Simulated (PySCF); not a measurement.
Compound: acetamide, C2H5NO.
SMILES: `CC(N)=O`

Computed with PySCF at PBE0/def2-SVPD, non-relativistic, on one gas-phase PBE0-D3(BJ)/def2-SVP geometry that isn't relaxed in the solvent. The solvent is an IEF-PCM continuum (cavity from Bondi-type radii × 1.2), and excitations are vertical TDDFT with non-equilibrium linear response and a frozen core. The model holds no explicit solvent molecules, cavitation or dispersion.

Gas-phase singlets (H = HOMO, L = LUMO):

| state | E (eV) | λ (nm) | f | leading configuration |
| --- | --- | --- | --- | --- |
| S1 | 5.689 | 218 | 0.000 | H→L+1 98% |
| S2 | 6.764 | 183 | 0.028 | H→L 97% |
| S3 | 7.089 | 175 | 0.009 | H-1→L 96% |
| S4 | 7.503 | 165 | 0.123 | H-1→L+1 71% |
| S5 | 8.119 | 153 | 0.097 | H→L+2 71% |

Question: How does the list change in benzene (ε = 2.271)?

Answer: 
```tsv
state	E (eV)	λ (nm)	f	leading configuration	change by rank (eV)
S1	5.811	213	0.001	H→L 98%	+0.122
S2	7.041	176	0.038	H→L+1 95%	+0.277
S3	7.282	170	0.010	H-1→L+1 96%	+0.193
S4	7.423	167	0.233	H-1→L 86%	-0.080
S5	8.348	149	0.053	H→L+2 84%	+0.229
```

Question: How does the list change in acetonitrile (ε = 35.69)?

Answer: 
| state | E (eV) | λ (nm) | f | leading configuration | change by rank (eV) |
| --- | --- | --- | --- | --- | --- |
| S1 | 5.973 | 208 | 0.001 | H→L 98% | +0.284 |
| S2 | 7.282 | 170 | 0.039 | H→L+1 82% | +0.518 |
| S3 | 7.454 | 166 | 0.214 | H-1→L 68% | +0.365 |
| S4 | 7.463 | 166 | 0.040 | H-1→L+1 84% | -0.040 |
| S5 | 8.538 | 145 | 0.003 | H→L+3 63% | +0.419 |

Question: How do the frontier levels move from gas to acetonitrile?

Answer: 
```json
{"orbital": "LUMO+2", "gas (eV)": "1.57", "solvent (eV)": "1.98", "change (eV)": "+0.41"}
{"orbital": "LUMO+1", "gas (eV)": "0.54", "solvent (eV)": "0.86", "change (eV)": "+0.32"}
{"orbital": "LUMO", "gas (eV)": "0.47", "solvent (eV)": "0.52", "change (eV)": "+0.05"}
{"orbital": "HOMO", "gas (eV)": "-7.43", "solvent (eV)": "-7.71", "change (eV)": "-0.28"}
{"orbital": "HOMO-1", "gas (eV)": "-7.97", "solvent (eV)": "-7.95", "change (eV)": "+0.02"}
{"orbital": "HOMO-2", "gas (eV)": "-10.57", "solvent (eV)": "-10.48", "change (eV)": "+0.09"}
{"orbital": "HOMO-3", "gas (eV)": "-11.27", "solvent (eV)": "-11.04", "change (eV)": "+0.23"}
```

The HOMO–LUMO gap goes from 7.90 to 8.23 eV. Rows go by rank; for LUMO, LUMO+1 and LUMO+2 the atom shares or the degeneracy differ between the runs, so the row needn't follow one orbital.

Shape of the structure used: `[CH3:1][C:2]([NH2:3])=[O:4]`: H–N3–C2–C1 -179°, H–N3–C2–C1 0°.
